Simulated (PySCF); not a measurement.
1,3-pentadiyne, C₅H₄.
Atom-mapped SMILES: `[CH:1]#[C:2][C:3]#[C:4][CH3:5]` (hydrogens: H6 on C1; H7, H8, H9 on C5)

The same species was optimised twice, with GFN2-xTB and with PBE0-D3(BJ)/def2-SVP (PySCF), and the same property calculations (PySCF, gas phase) were run on both structures.

| coordinate | GFN2-xTB | PBE0-D3(BJ)/def2-SVP | change |
| --- | --- | --- | --- |
| C1–H6 (Å) | 1.048 | 1.074 | +0.026 |
| C1≡C2 (Å) | 1.204 | 1.217 | +0.013 |
| C2–C3 (Å) | 1.359 | 1.372 | +0.013 |
| C3≡C4 (Å) | 1.206 | 1.218 | +0.012 |
| C5–H7 (Å) | 1.091 | 1.102 | +0.011 |
| C5–H9 (Å) | 1.091 | 1.101 | +0.010 |
| C5–H8 (Å) | 1.091 | 1.101 | +0.010 |
| C4–C5 (Å) | 1.442 | 1.449 | +0.007 |
| C4–C5–H9 (°) | 110.0 | 111.0 | +1.0 |
| H7–C5–H8 (°) | 108.9 | 107.9 | -1.0 |
| H7–C5–H9 (°) | 108.8 | 107.9 | -0.9 |
| H8–C5–H9 (°) | 108.9 | 108.0 | -0.9 |
| C4–C5–H8 (°) | 110.1 | 111.0 | +0.9 |
| C4–C5–H7 (°) | 110.1 | 110.9 | +0.8 |
| C2–C1–H6 (°) | 180.0 | 179.8 | -0.2 |
| C2–C3–C4 (°) | 179.8 | 179.9 | +0.1 |

Rotational constants: A = 159260, B = 2066, C = 2066 MHz (GFN2-xTB) against A = 158024, B = 2027, C = 2027 MHz (PBE0-D3(BJ)/def2-SVP). Point groups within 0.08 Å: C3v and C3v.

On the GFN2-xTB structure: HOMO (eV) -7.19 [PBE0/pcSseg-1]; LUMO (eV) -0.40 [PBE0/pcSseg-1]; dipole (D) 1.35 [PBE0/pcSseg-1]; GIAO shielding of C1 (ppm) 117.1 [PBE0/pcSseg-1]; GIAO shielding of C2 (ppm) 112.4 [PBE0/pcSseg-1]; GIAO shielding of C3 (ppm) 114.2 [PBE0/pcSseg-1]; GIAO shielding of C4 (ppm) 108.8 [PBE0/pcSseg-1]; GIAO shielding of C5 (ppm) 181.7 [PBE0/pcSseg-1].

Question: What do these properties become on the PBE0-D3(BJ)/def2-SVP structure?

Answer: 
```json
{"property": "HOMO (eV)", "level": "PBE0/pcSseg-1", "on GFN2-xTB": "-7.19", "on PBE0-D3(BJ)/def2-SVP": "-7.18", "change": "+0.01"}
{"property": "LUMO (eV)", "level": "PBE0/pcSseg-1", "on GFN2-xTB": "-0.40", "on PBE0-D3(BJ)/def2-SVP": "-0.50", "change": "-0.10"}
{"property": "dipole (D)", "level": "PBE0/pcSseg-1", "on GFN2-xTB": "1.35", "on PBE0-D3(BJ)/def2-SVP": "1.32", "change": "-0.03"}
{"property": "energy, GFN2-xTB geometry as zero (kcal/mol)", "level": "PBE0/pcSseg-1", "on GFN2-xTB": "0.0", "on PBE0-D3(BJ)/def2-SVP": "0.0", "change": "0.0"}
{"property": "GIAO shielding of C1 (ppm)", "level": "PBE0/pcSseg-1", "on GFN2-xTB": "117.1", "on PBE0-D3(BJ)/def2-SVP": "115.6", "change": "-1.5"}
{"property": "GIAO shielding of C2 (ppm)", "level": "PBE0/pcSseg-1", "on GFN2-xTB": "112.4", "on PBE0-D3(BJ)/def2-SVP": "111.4", "change": "-1.0"}
{"property": "GIAO shielding of C3 (ppm)", "level": "PBE0/pcSseg-1", "on GFN2-xTB": "114.2", "on PBE0-D3(BJ)/def2-SVP": "112.6", "change": "-1.6"}
{"property": "GIAO shielding of C4 (ppm)", "level": "PBE0/pcSseg-1", "on GFN2-xTB": "108.8", "on PBE0-D3(BJ)/def2-SVP": "108.6", "change": "-0.2"}
{"property": "GIAO shielding of C5 (ppm)", "level": "PBE0/pcSseg-1", "on GFN2-xTB": "181.7", "on PBE0-D3(BJ)/def2-SVP": "179.4", "change": "-2.3"}
```

The heavy atoms differ by 0.016 Å rms after alignment. Among all bonds C1–H6 changes most (+0.026 Å). Changes are differences of the printed values. Neither structure is proved a minimum here.
